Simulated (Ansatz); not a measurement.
The input, for Ansatz 0.2.0:

```yaml
crystal:
  periodic: [false, false, false]
  atoms:
    - {symbol: As, position_ang: [0.000000, -0.007236, 0.000000]}
    - {symbol: H, position_ang: [0.000000, 0.268951, -1.504814]}
    - {symbol: H, position_ang: [0.000000, 0.268947, 1.504815]}
basis:
  gaussian: {orbitals: STO-3G}
total_charge: 1
magnetization: {spin_polarized: true, initial_magnetization: 0}
correlation: {method: ccsdt_q, electrons: valence}
accuracy: high
output: {forces: true}
```

```sh
$ ansatz run in.yaml --threads 1 --pin off --events-out ev --progress --plain --max-ram 2393MiB
```

Output:

```
236 factors; integrals over basis functions are off by at most 6.5e-9 eV
mean field evaluation 1: about -60138.3812 eV, gradient 2.1e0 eV
mean field evaluation 2: about -60138.3887 eV, gradient 2.1e0 eV
mean field evaluation 4: about -60138.4403 eV, gradient 2.1e-1 eV
mean field evaluation 8: about -60138.4421 eV, gradient 4.0e-6 eV
mean field evaluation 16: about -60139.7289 eV, gradient 7.9e-3 eV
mean field evaluation 32: about -60138.4421 eV, gradient 3.9e-7 eV
mean field evaluation 64: about -60139.6988 eV, gradient 1.8e-5 eV
mean field evaluation 96: about -60139.7268 eV, gradient 2.2e-1 eV
mean field evaluation 128: about -60138.0369 eV, gradient 6.0e-1 eV
mean field evaluation 160: about -60139.6988 eV, gradient 9.5e-3 eV
...
cycle  21  -2.15865202 eV  change    1.9e-6 eV  update   2.7e-7
cycle  22  -2.15865215 eV  change   -1.2e-7 eV  update   5.7e-8
cycle  23  -2.15865203 eV  change    1.1e-7 eV  update   1.6e-7
cycle  24  -2.15865109 eV  change    9.4e-7 eV  update   1.4e-7
cycle  25  -2.15865069 eV  change    4.0e-7 eV  update   5.8e-8
cycle  26  -2.15865037 eV  change    3.2e-7 eV  update   2.4e-8
cycle  27  -2.15865043 eV  change   -6.1e-8 eV  update   1.5e-8
cycle  28  -2.15865046 eV  change   -2.8e-8 eV  update   4.5e-9
cycle  29  -2.15865047 eV  change   -1.1e-8 eV  update   1.8e-9
cycle  30  -2.15865047 eV  change   4.8e-10 eV  update  6.7e-10
perturbative correction 0.03222441 eV, 0.0011842253 hartree
WARN: the results are in doubt because among natural orbitals full CI differs from the method by +1.788 eV
the calculation of the forces begins
Total energy: -60141.85535375 eV, -2210.1724186366 hartree
Atom 0 at     0.000000    -0.007236     0.000000 Å, force     0.000000    -1.487885    -0.000002 eV/Å
Atom 1 at     0.000000     0.268951    -1.504814 Å, force    -0.000000     0.743941     0.744266 eV/Å
Atom 2 at     0.000000     0.268947     1.504815 Å, force    -0.000000     0.743943    -0.744264 eV/Å
Dipole moment:    -0.000000     0.095304     0.000000 e Å
In doubt: among natural orbitals full CI differs from the method by +1.788 eV
```

Forces (eV/Å):
```
As   0.000 -1.488  0.000
H    0.000  0.744  0.744
H    0.000  0.744 -0.744
```

Ran on 1 thread of Arm Neoverse V1, shared host: 8.5 s wall, 0.22 GiB peak host memory.
